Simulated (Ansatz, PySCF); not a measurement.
A calculation on zinc-blende AlAs returned lattice constant a 5.761 Å, bulk modulus 64.4 GPa, cohesive energy 3.39 eV/atom.

For reference: lattice constant a 5.649 Å (measured, static lattice: zero-point anharmonic expansion removed; as tabulated in Mejia-Rodriguez and Trickey (2018), arXiv:1807.09216); bulk modulus 75 GPa (measured, 0 K value with the zero-point phonon effect removed; as tabulated in Mejia-Rodriguez and Trickey (2018), arXiv:1807.09216); cohesive energy 3.82 eV/atom (measured, static lattice: zero-point vibration energy added, our sources range from 3.82 to 4.00; as tabulated in Mejia-Rodriguez and Trickey (2018), arXiv:1807.09216).

Question: Which level of theory produced these numbers?
A) HSE06 (Ansatz (a quantum-chemistry and plane-wave program))
B) BLYP (Ansatz)
C) MP2 (PySCF)
D) revPBE (Ansatz)

Answer: D, revPBE (Ansatz)

The others give: MP2 5.620 Å, 82.1 GPa, 4.19 eV/atom; BLYP 5.796 Å, 59.5 GPa, 3.25 eV/atom; HSE06 5.682 Å, 75.8 GPa, 3.71 eV/atom.

Unless a cell is named, each level is at its own relaxed cell (BLYP 24.34, HSE06 22.93, MP2 22.19, revPBE 23.89 Å³/atom).

Ansatz's density-functional and Hartree–Fock values are scalar-relativistic unless marked +SOC, with PAW data made under PBE.
